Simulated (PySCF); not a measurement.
**Identify the compound**

The spectra below were simulated for a compound C2Cl2O2.

¹³C{¹H} NMR (computed): δ 173.0 (C).

[PySCF: NMR shieldings at B97-2/pcSseg-2/GIAO; geometry from PBE0-D3(BJ)/def2-TZVP; relativity neglected; averaged over atoms made equivalent by symmetry, fast rotation or ring inversion; single conformer; isolated molecule]

Referencing at the same level of theory: ¹³C (σref 185.38) against TMS.

Q: Propose a structure and justify it.

A: 
1. Rings plus π bonds: 2 (no ring in the answer).
2. 1 carbon signal for 2 carbons: some carbons are equivalent by symmetry or fast rotation.
3. Carbon types of the structure: 2 × C.
4. δC 173.0: carbonyl carbon.

Structure: SMILES O=C(Cl)C(=O)Cl.

The data come from this structure; uniqueness wasn't tested.

Carbons that carry Cl, above all several Cl atoms, come out too deshielded, partly because spin–orbit coupling is missing. Shifts are as computed. Against solution values, carbons near 30 ppm lie about +3 ppm off and those near 130 ppm about +7 ppm; carbons on Cl a further +5 ppm. Of 1211 compounds with measured shifts, 218 miss one by over three times the rms of a fit or turn the order of signals round; such compounds aren't used in these exercises.
